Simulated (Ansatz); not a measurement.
# CH₄NSi− (SMILES N=[C-][SiH3]): single points off equilibrium

How do the functionals fare away from a minimum? The structure is a structure displaced at random from a GFN2-xTB minimum.

Computed with Ansatz 0.2.0, Gaussian basis. Level: single points in def2-TZVPPD.

Correlated methods freeze the cores.

## 1. Starting geometry

SMILES `N=[C-][SiH3]`, 7 atoms, charge -1, spin multiplicity 1.

Atoms are counted from 1 here; the program's logs count them from 0.

Bond lengths: N1–C2 1.260 Å, N1–H4 1.179 Å, C2–Si3 1.981 Å, Si3–H5 1.247 Å, Si3–H6 1.469 Å, Si3–H7 1.464 Å. Angles: C2–N1–H4 113.9°, N1–C2–Si3 139.0°, C2–Si3–H5 102.4°, C2–Si3–H6 135.4°, C2–Si3–H7 100.4°, H5–Si3–H6 110.0°, H5–Si3–H7 112.1°, H6–Si3–H7 95.1°.

Geometry (Å):

```
N    -1.0540   -1.8413    0.3113
C    -0.0259   -1.1558    0.0636
Si    0.4684    0.7353   -0.2574
H    -1.9986   -1.1978    0.6018
H     0.6389    0.7613   -1.4921
H    -0.0235    2.0377    0.2099
H     1.7346    0.8050    0.4739
```

## 2. CCSD(T)/def2-TZVPPD

run/in.yaml reads:

```yaml
crystal:
  periodic: [false, false, false]
  atoms:
    - {symbol: N, position_ang: [-1.054000, -1.841300, 0.311300]}
    - {symbol: C, position_ang: [-0.025900, -1.155800, 0.063600]}
    - {symbol: Si, position_ang: [0.468400, 0.735300, -0.257400]}
    - {symbol: H, position_ang: [-1.998600, -1.197800, 0.601800]}
    - {symbol: H, position_ang: [0.638900, 0.761300, -1.492100]}
    - {symbol: H, position_ang: [-0.023500, 2.037700, 0.209900]}
    - {symbol: H, position_ang: [1.734600, 0.805000, 0.473900]}
basis:
  gaussian: {orbitals: "def2-TZVPPD.json"}
total_charge: -1
correlation: {method: ccsd_t}
output: {forces: true}
```

The basis file named in the input lies beside it (Basis Set Exchange, JSON).

No record of the launch command was kept for these runs.

## 3. PBE0-D4/def2-TZVPPD

Changes to run/in.yaml since step 2:

```diff
@@ -13,3 +13,3 @@
 total_charge: -1
-correlation: {method: ccsd_t}
-output: {forces: true}
+hamiltonian: {xc: pbe0, dispersion: d4}
+output: {forces: true, orbitals: {seedname: orbitals}}
```

## 4. wB97M-V/def2-TZVPPD

Changes to run/in.yaml since step 3:

```diff
@@ -13,3 +13,3 @@
 total_charge: -1
-hamiltonian: {xc: pbe0, dispersion: d4}
-output: {forces: true, orbitals: {seedname: orbitals}}
+hamiltonian: {xc: {name: wB97M-V}}
+output: {forces: true}
```

## 5. r2SCAN-D4/def2-TZVPPD

Changes to run/in.yaml since step 4:

```diff
@@ -13,3 +13,3 @@
 total_charge: -1
-hamiltonian: {xc: {name: wB97M-V}}
+hamiltonian: {xc: r2scan, dispersion: d4}
 output: {forces: true}
```

## 6. PBE-D4/def2-TZVPPD

Changes to run/in.yaml since step 5:

```diff
@@ -13,3 +13,3 @@
 total_charge: -1
-hamiltonian: {xc: r2scan, dispersion: d4}
+hamiltonian: {xc: pbe, dispersion: d4}
 output: {forces: true}
```

## 7. CAM-B3LYP-D4/def2-TZVPPD

Changes to run/in.yaml since step 6:

```diff
@@ -13,3 +13,3 @@
 total_charge: -1
-hamiltonian: {xc: pbe, dispersion: d4}
+hamiltonian: {xc: {name: CAM-B3LYP}, dispersion: d4}
 output: {forces: true}
```

## 8. r2SCANh-D4/def2-TZVPPD

Changes to run/in.yaml since step 7:

```diff
@@ -13,3 +13,3 @@
 total_charge: -1
-hamiltonian: {xc: {name: CAM-B3LYP}, dispersion: d4}
+hamiltonian: {xc: {name: r2SCANh}, dispersion: d4}
 output: {forces: true}
```

(Steps that only read results are left out.)

Before running it: what results should come out? Wanted: RMS force component; RMS force error; HOMO and LUMO, PBE0-D4; T1 diagnostic.

The runs gave:

```
              quantity                                                                                                   value
   RMS force component                                                                    2.566 to 2.662 eV/Å over the methods
       RMS force error  PBE0-D4 0.380, wB97M-V 0.265, r2SCAN-D4 0.371, PBE-D4 0.328, CAM-B3LYP-D4 0.373, r2SCANh-D4 0.392 eV/Å
HOMO and LUMO, PBE0-D4                                                                                        0.97 and 4.04 eV
         T1 diagnostic                                                                                                   0.020
```

What this shows: For forces wB97M-V does best and r2SCANh-D4 worst. Frozen-core CCSD(T) forces in triple zeta carry basis errors of their own, and this is one geometry, so small gaps rank nothing. The restricted Hartree–Fock reference is unstable towards an unrestricted one at one or more of these structures.
